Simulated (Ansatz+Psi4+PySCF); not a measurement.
Two shapes of doublet BO₂.

Shape 1:

```xyz
3

B     0.0000    0.0000    0.0000
O     0.0000    1.3150    0.0000
O     0.0000   -1.2150    0.0000
```

Shape 2:

```xyz
3

B     0.0000    0.0000    0.0000
O     0.0000    1.3350    0.0000
O     0.0000   -1.1950    0.0000
```

Basis set: cc-pVTZ (spherical functions). Left uncorrelated: 3 orbitals. Correlation on ROHF uses semicanonical orbitals with singles. Charge 0, multiplicity 2.

Computed with Ansatz (development build ahead of 0.2.0) and Psi4 1.11; each method stands on the lowest determinant of its kind that the runs found.

Question: Which shape is lower in energy, and by how much in each method?

Answer:

```csv
method,E(2) − E(1) (eV)
ROHF,-0.047
UHF,-0.028
ROHF-MP2,0.015
UHF-MP2,0.017
```

The methods disagree on the order.
